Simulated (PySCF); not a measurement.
Compound: C4H10O.
Geometry (PBE0-D3(BJ)/def2-SVP, Å), atoms numbered from 1 in this order:
```
atom  x, y, z in Å
C1     1.3163   -0.6716    0.0436
C2     0.0295    0.0839    0.3453
C3     0.1974    1.5895    0.1911
C4    -1.1191   -0.4219   -0.5244
O5    -1.3616   -1.7964   -0.3929
H6     2.1192   -0.4026    0.7470
H7     1.6708   -0.4400   -0.9751
H8     1.1498   -1.7571    0.0975
H9    -0.2510   -0.1199    1.3986
H10    0.9924    1.9715    0.8492
H11   -0.7301    2.1308    0.4370
H12    0.4716    1.8497   -0.8449
H13   -0.8712   -0.2522   -1.5868
H14   -2.0297    0.1765   -0.3148
H15   -1.6105   -1.9655    0.5218
```

Level: CAM-B3LYP/def2-SVPD in PySCF, non-relativistic, on one gas-phase PBE0-D3(BJ)/def2-SVP geometry that isn't relaxed in the solvent. The solvent is an IEF-PCM continuum (Bondi radii, 1.10 Å for H, scaled by 1.2). Only the electrostatic response of the medium enters.

Gas phase at CAM-B3LYP/def2-SVPD: HOMO -9.33 eV, LUMO 1.22 eV, dipole 1.75 D.

**Question.** What does the continuum do to the energy, the frontier levels and the dipole at CAM-B3LYP/def2-SVPD in chloroform and acetonitrile?

**Answer.** 
```json
{"solvent": "chloroform", "ε": "4.711", "E(solvent) − E(gas) (kJ/mol)": "-13.60", "polarisation term (kJ/mol)": "-15.09", "distortion of the solute (kJ/mol)": "1.49", "HOMO (eV)": "-9.29", "LUMO (eV)": "1.43", "dipole (D)": "2.11"}
{"solvent": "acetonitrile", "ε": "35.69", "E(solvent) − E(gas) (kJ/mol)": "-19.23", "polarisation term (kJ/mol)": "-22.36", "distortion of the solute (kJ/mol)": "3.13", "HOMO (eV)": "-9.29", "LUMO (eV)": "1.48", "dipole (D)": "2.30"}
```

The polarisation term is half the interaction of the solute with the surface charges that it induces; the rest is the cost of distorting the solute's density. The sum is the electrostatic part of solvation alone. From chloroform to acetonitrile the lowering changes by a factor 1.41, Onsager's factor (ε − 1)/(2ε + 1) by 1.35 and ε itself by 7.6.

**Question.** Which radius a makes the point-dipole formula ΔE = −[(ε − 1)/(2ε + 1)]·μ²/a³ give the value in acetonitrile, with the gas-phase dipole?

**Answer.** μ = 0.687 au and |ΔE| = 0.00732 Eh give a = 1.66 Å; the farthest nucleus lies 2.59 Å from the centroid of the nuclei, so such a sphere wouldn't even hold the nuclei. The formula assumes a rigid point dipole at the centre of a sphere.

**Question.** Give the dipole vector in the frame of the coordinates (D, pointing from negative to positive charge), gas and acetonitrile.

**Answer.** Gas (0.00, 1.13, 1.33), solvent (-0.09, 1.47, 1.76). Its length changes by +32 % and its direction by 2°.

**Question.** How does the static polarisability (CAM-B3LYP/def2-SVPD, frozen core, with the continuum's full static response) change?

**Answer.** 
| medium | isotropic (au) | principal values (au) | ⟨r²⟩ of the electrons (bohr²) |
| --- | --- | --- | --- |
| gas | 56.2 | 51.9, 57.0, 59.8 | 516.5 |
| chloroform | 68.7 | 65.1, 69.2, 71.7 | 516.7 |
| acetonitrile | 74.6 | 72.3, 74.7, 76.9 | 516.8 |

The isotropic value in acetonitrile is 1.33 times the gas-phase one; no cavity-field correction is applied. ⟨r²⟩ is taken about the centre of nuclear charge.

On one thread, Arm Neoverse V2 (aarch64), no GPU (shared host), this took 19 s of wall time and 0.84 GiB of memory at its peak. This is the whole response run at CAM-B3LYP/def2-SVPD in acetonitrile, SCF included.
